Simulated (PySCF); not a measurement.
**Electronic absorption of thiophen-2-ol**

Thiophen-2-ol, C4H4OS.
SMILES: `Oc1cccs1`

Level of theory: TDDFT wB97X-D/def2-SVPD, vertical, gas phase, core orbitals frozen in the response (PySCF). Geometry: PBE0-D3(BJ)/def2-SVP, one conformer, isolated molecule. Torsions of this conformer, `[OH:1][c:2]1[cH:3][cH:4][cH:5][s:6]1`: H–O1–C2–C3 180°.

Problem. What does the calculation give for the low-lying excited states?

Solution. 

| state | E (eV) | λ (nm) | ν̃ (cm⁻¹) | f | \|μ\| (D) | symmetry | main configurations (H = HOMO, L = LUMO) |
| --- | --- | --- | --- | --- | --- | --- | --- |
| S1 | 4.96 | 249.9 | 40020 | 0.0002 | 0.10 | – | H→L (88%) |
| S2 | 5.39 | 230.2 | 43440 | 0.101 | 2.23 | A′ | H→L+1 (96%) |
| S3 | 5.89 | 210.7 | 47470 | 0.0002 | 0.10 | – | H-1→L (80%) |
| S4 | 6.10 | 203.1 | 49230 | 0.052 | 1.50 | A′ | H-1→L+1 (74%), H→L+5 (17%) |
| S5 | 6.26 | 198.2 | 50460 | 0.0002 | 0.08 | – | H→L+2 (70%), H→L+3 (12%), H→L+4 (11%) |
| S6 | 6.73 | 184.3 | 54270 | 0.0029 | 0.34 | A″ | H→L+3 (68%), H→L+4 (16%) |

The lowest singlet lies at 4.96 eV (250 nm, ultraviolet) and is dark (f under 0.0005); its leading configuration is HOMO→LUMO (88%). The most intense listed level is S2 at 5.39 eV (230 nm, f = 0.101), 0.42 eV above S1. Löwdin shares by element: HOMO carbon 62% or more, oxygen 16% (atoms not listed hold the other 22%); LUMO sulfur 53%, oxygen 16%, hydrogen 14% or more, carbon 6% or more. The oscillator strengths of these states sum to 0.157; summed over the whole spectrum of an exact calculation they would give the number of electrons, 52 (Thomas–Reiche–Kuhn). Orbital energies (eV): HOMO-3 -12.06, HOMO-2 -11.78, HOMO-1 -9.17, HOMO -8.03, LUMO 1.35, LUMO+1 1.48, LUMO+2 2.22. Of the 6 states listed, 2 reach f = 0.01 and 3 stay under 0.0005. Symmetry labels in Cs follow from the direction of the transition dipole and are given only for states with f of 0.002 or more. Singlets were solved by full linear response.
